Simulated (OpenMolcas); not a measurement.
**[NH3]+ (SMILES [NH3+]): a chain of runs**

Aim: a series of 9 runs (ROHF/3-21G, CASSCF(7,7)/3-21G, CASPT2(7,7)/3-21G, CASPT2[IPEA 0](7,7)/3-21G, SC-NEVPT2(7,7)/3-21G, PC-NEVPT2(7,7)/3-21G, MC-PDFT[tPBE](7,7)/3-21G, MRCI(7,7)/3-21G, and more) of [NH3]+. 

The calculation is run with OpenMolcas 26.06.

### 1 Starting point

[NH3]+ has 4 atoms, charge +1, and is taken as a doublet. As SMILES, `[NH3+]`. The N1–H4 distance was set to 1.285 Å, away from the relaxed value.

Bond lengths: N1–H2 1.028 Å, N1–H3 1.028 Å. Angles: H2–N1–H3 120.0°. A long bond or contact: N1–H4 1.285 Å.

### 2 The energy at ROHF/3-21G (run 1)

Input file step1.input:

```
* H3N Hartree-Fock
&gateway
baslib=$CurrDir
coord
4
angstrom
N       -0.120980      -0.120795       0.191878
H        0.389580      -0.358725       1.051508
H       -1.116580      -0.359495       0.102398
H        0.484620       0.479080      -0.769160
basis=3-21G
group=NoSym
&seward
&scf
uhf
charge=1
spin=2
prorbitals=1 1
&rasscf
fileorb=$Project.UnaOrb
spin=2
nactel=1 0 0
inactive=4
ras2=1
outorbitals=Canonical
orblisting=Nothing
```

The basis set 3-21G is read from a file made from the Basis Set Exchange's data (not shown).

Command:

```bash
$ export MOLCAS_MEM=1860
$ pymolcas step1.input > step1.log
```

What it wrote:

```text
--- Start Module: gateway ---
[...]
--- Stop Module: gateway /rc=_RC_ALL_IS_WELL_ ---
[...]
      Basis functions           15
[...]
--- Start Module: scf ---
[...]
       Convergence after  13 Iterations
[...]
::    Total SCF energy                                -55.5425509412
[...]
      Total spin, S                                     0.5100409968
[...]
--- Stop Module: scf /rc=_RC_ALL_IS_WELL_ ---
--- Start Module: rasscf ---
[...]
      Number of active orbitals                  1
[...]
      Spin quantum number                      0.5
[...]
      Active orbitals                            1
[...]
      Number of CSFs                             1
[...]
      Number of root(s) required                 1
[...]
      Convergence after  6 iterations
[...]
      printout of CI-coefficients larger than  0.05 for root  1
      energy=     -55.538585
      conf/sym  1     Coeff  Weight
             1  u   1.00000 1.00000
      Natural orbitals and occupation numbers for root  1
      sym 1:   1.000000
      ************************************************************************************************************************
      *                                                    Final results                                                     *
[...]
::    RASSCF root number  1 Total energy:    -55.53858482
[...]
      Total electronic charge=    9.000000
      Total            charge=    1.000000
[...]
      Dipole Moment (debye):
      Origin of the operator (angstrom)=   -0.1138   -0.1135    0.1806
                   X=  2.9038E-01               Y=  2.9360E-01               Z= -4.6020E-01           Total=  6.1831E-01
      Center of Charge (angstrom)
[...]
--- Stop Module: rasscf /rc=_RC_ALL_IS_WELL_ ---
[...]
```

Wall time 1.6 s (1 thread of Intel Xeon 6975P-C (Granite Rapids), shared host); peak memory 0.37 GiB.

### 3 A single-point energy at CASSCF(7,7)/3-21G (run 2)

Input file step2.input:

```
&GATEWAY
BASLIB = $CurrDir
COORD
4
angstrom
N       -0.120980      -0.120795       0.191878
H        0.389580      -0.358725       1.051508
H       -1.116580      -0.359495       0.102398
H        0.484620       0.479080      -0.769160
BASIS = 3-21G
GROUP = NoSym
&SEWARD
&RASSCF
FILEORB = $CurrDir/step1.RasOrb
SPIN = 2
NACTEL = 7 0 0
INACTIVE = 1
RAS2 = 7
ORBLISTING = Nothing
ORBAPPEAR = Compact
```

The basis set 3-21G is read from a file made from the Basis Set Exchange's data (not shown).

Command:

```bash
$ export MOLCAS_MEM=1860
$ pymolcas step2.input > step2.log
```

What it wrote:

```text
--- Start Module: gateway ---
[...]
--- Stop Module: gateway /rc=_RC_ALL_IS_WELL_ ---
--- Start Module: seward ---
[...]
      Basis functions           15
--- Stop Module: seward /rc=_RC_ALL_IS_WELL_ ---
--- Start Module: rasscf ---
[...]
      Number of active orbitals                  7
[...]
      Spin quantum number                      0.5
[...]
      Active orbitals                            7
[...]
      Number of CSFs                           784
[...]
      Number of root(s) required                 1
[...]
      Convergence after  9 iterations
[...]
      printout of CI-coefficients larger than  0.05 for root  1
      energy=     -55.619855
      conf/sym  1111111     Coeff  Weight
             1  222u000  -0.97795 0.95639
             8  22udu00   0.05221 0.00273
            80  220u200  -0.11845 0.01403
           115  202u002  -0.06588 0.00434
           123  ud2u0ud  -0.06016 0.00362
      Natural orbitals and occupation numbers for root  1
      sym 1:   1.982637   1.976481   1.960539   1.000000   0.038683   0.020400   0.021260
      ************************************************************************************************************************
      *                                                    Final results                                                     *
[...]
::    RASSCF root number  1 Total energy:    -55.61985524
[...]
      Total electronic charge=    9.000000
      Total            charge=    1.000000
[...]
      Dipole Moment (debye):
      Origin of the operator (angstrom)=   -0.1138   -0.1135    0.1806
                   X=  2.2148E-01               Y=  2.2494E-01               Z= -3.5093E-01           Total=  4.7202E-01
      Center of Charge (angstrom)
[...]
--- Stop Module: rasscf /rc=_RC_ALL_IS_WELL_ ---
[...]
```

Run time: 1.3 s. Hardware: 1 thread of Intel Xeon 6975P-C (Granite Rapids), shared host; peak memory 0.37 GiB.

Runs 3 to 7 aren't shown in full; the table further down has their settings and results.

### 4 The energy at MRCI(7,7)/3-21G (run 8)

Input file step8.inp:

```
* H3N MRCI
>>> EXPORT MOLCAS_PRINT=2

&GATEWAY
  BASLIB=$CurrDir
  COORD
  4
  angstrom
  N       -0.120980      -0.120795       0.191878
  H        0.389580      -0.358725       1.051508
  H       -1.116580      -0.359495       0.102398
  H        0.484620       0.479080      -0.769160
  BASIS=3-21G
  GROUP=NoSym

&SEWARD

&RASSCF
  FILEORB=$CurrDir/step2.RasOrb
  SPIN=2
  NACTEL=7 0 0
  INACTIVE=1
  RAS2=7
  ORBLISTING=Nothing
  ORBAPPEAR=Compact

&MOTRA
  LUMORB
  FROZEN=1

&GUGA
  ELECTRONS=7
  SPIN=2
  INACTIVE=0
  ACTIVE=7
  CIALL=1

&MRCI
  SDCI
```

The basis set 3-21G is read from a file made from the Basis Set Exchange's data (not shown).

Command:

```bash
$ export MOLCAS_MEM=1860
$ pymolcas step8.inp > step8.log
```

What it wrote:

```text
--- Start Module: gateway ---
[...]
      Basis functions           15
[...]
      Number of active orbitals                  7
[...]
      Spin quantum number                      0.5
[...]
      Active orbitals                            7
[...]
      Number of CSFs                           784
[...]
      Number of root(s) required                 1
[...]
      Convergence after  5 iterations
[...]
      printout of CI-coefficients larger than  0.05 for root  1
      energy=     -55.619855
      conf/sym  1111111     Coeff  Weight
             1  222u000   0.97796 0.95640
             8  22udu00  -0.05220 0.00273
            80  220u200   0.11844 0.01403
           115  202u002   0.06588 0.00434
           123  ud2u0ud   0.06016 0.00362
      Natural orbitals and occupation numbers for root  1
      sym 1:   1.982637   1.976482   1.960545   1.000000   0.038677   0.020400   0.021259
      ************************************************************************************************************************
      *                                                    Final results                                                     *
[...]
::    RASSCF root number  1 Total energy:    -55.61985524
[...]
      Dipole Moment (debye):
      Origin of the operator (angstrom)=   -0.1138   -0.1135    0.1806
                   X=  2.2153E-01               Y=  2.2498E-01               Z= -3.5100E-01           Total=  4.7211E-01
      Center of Charge (angstrom)
[...]
--- Start Module: guga ---
[...]
       (But an ACPF correction will be computed)
       USE THE DEFAULT ACPF G-VALUE GFAC=  0.28571428571428570
[...]
      Total electronic charge=    9.000000
      Total            charge=    1.000000
[...]
     ACPF CORRECTION:     -0.00027789
[...]
  CI State   1     Total energy:    -55.65373809     QDav:     -0.00039033     QACPF:     -0.00027789
[...]
```

Wall time 3.9 s (1 thread of Intel Xeon 6975P-C (Granite Rapids), shared host); peak memory 0.37 GiB.

### 5 The energy at MRACPF(7,7)/3-21G (run 9)

Input file step9.input:

```
>>> EXPORT MOLCAS_PRINT=2

&GATEWAY
 BasLib=$CurrDir
 Coord
 4
 angstrom
 N       -0.120980      -0.120795       0.191878
 H        0.389580      -0.358725       1.051508
 H       -1.116580      -0.359495       0.102398
 H        0.484620       0.479080      -0.769160
 Basis=3-21G
 Group=NoSym

&SEWARD

&RASSCF
 FileOrb=$CurrDir/step2.RasOrb
 Spin=2
 Nactel=7 0 0
 Inactive=1
 Ras2=7
 OrbListing=Nothing
 OrbAppear=Compact

&MOTRA
 LumOrb
 Frozen=1

&GUGA
 Electrons=7
 Spin=2
 Inactive=0
 Active=7
 CIAll=1

&MRCI
 ACPF
```

The basis set 3-21G is read from a file made from the Basis Set Exchange's data (not shown).

Command:

```bash
$ export MOLCAS_MEM=1860
$ pymolcas step9.input > step9.log
```

What it wrote:

```text
--- Start Module: gateway ---
[...]
--- Stop Module: gateway /rc=_RC_ALL_IS_WELL_ ---
[...]
      Basis functions           15
[...]
      Number of active orbitals                  7
[...]
      Spin quantum number                      0.5
[...]
      Active orbitals                            7
[...]
      Number of CSFs                           784
[...]
      Number of root(s) required                 1
[...]
      Convergence after  5 iterations
[...]
      printout of CI-coefficients larger than  0.05 for root  1
      energy=     -55.619855
      conf/sym  1111111     Coeff  Weight
             1  222u000   0.97796 0.95640
             8  22udu00  -0.05220 0.00273
            80  220u200   0.11844 0.01403
           115  202u002   0.06588 0.00434
           123  ud2u0ud   0.06016 0.00362
      Natural orbitals and occupation numbers for root  1
      sym 1:   1.982637   1.976482   1.960545   1.000000   0.038677   0.020400   0.021259
      ************************************************************************************************************************
      *                                                    Final results                                                     *
[...]
::    RASSCF root number  1 Total energy:    -55.61985524
[...]
      Dipole Moment (debye):
      Origin of the operator (angstrom)=   -0.1138   -0.1135    0.1806
                   X=  2.2153E-01               Y=  2.2498E-01               Z= -3.5100E-01           Total=  4.7211E-01
      Center of Charge (angstrom)
[...]
--- Start Module: guga ---
[...]
--- Stop Module: guga /rc=_RC_ALL_IS_WELL_ ---
--- Start Module: mrci ---
[...]
       USE THE DEFAULT ACPF G-VALUE GFAC=  0.28571428571428570
[...]
      Total electronic charge=    9.000000
      Total            charge=    1.000000
[...]
  ACPF State   1     Total energy:    -55.65401853
[...]
```

It took 3.9 s on 1 thread of Intel Xeon 6975P-C (Granite Rapids), shared host; peak memory 0.37 GiB.

### 6 Overview of the runs

| run | level | active rule | inactive | energy (Eh) | wall time |
| --- | --- | --- | --- | --- | --- |
| 1 | ROHF/3-21G | – | – | -55.538585 | 1.6 s |
| 2 | CASSCF(7,7)/3-21G | full valence | 1 | -55.619855 | 1.3 s |
| 3 | CASPT2(7,7)/3-21G | full valence | 1 | -55.648968 | 1.4 s |
| 4 | CASPT2[IPEA 0](7,7)/3-21G | full valence | 1 | -55.649540 | 1.4 s |
| 5 | SC-NEVPT2(7,7)/3-21G | full valence | 1 | -55.648085 | 1.5 s |
| 6 | PC-NEVPT2(7,7)/3-21G | full valence | 1 | -55.648900 | 1.8 s |
| 7 | MC-PDFT[tPBE](7,7)/3-21G | full valence | 1 | -55.773232 | 1.5 s |
| 8 | MRCI(7,7)/3-21G | full valence | 1 | -55.653738 | 3.9 s |
| 9 | MRACPF(7,7)/3-21G | full valence | 1 | -55.654019 | 3.9 s |

### 7 Summary of results

```
                              quantity         value
run 9, MRACPF(7,7)/3-21G: total energy  -55.65402 Eh
```

What this shows: Below the ROHF energy at the same shape and in the same basis (3-21G): CASSCF(7,7) -81.3 mEh; CASPT2(7,7) -110.4 mEh; CASPT2[IPEA 0](7,7) -111.0 mEh; SC-NEVPT2(7,7) -109.5 mEh; PC-NEVPT2(7,7) -110.3 mEh; MRCI(7,7) -115.2 mEh. Active-space methods hold only the correlation inside their space unless a perturbation or CI step follows. All runs together took 18 s, the longest 3.9 s.
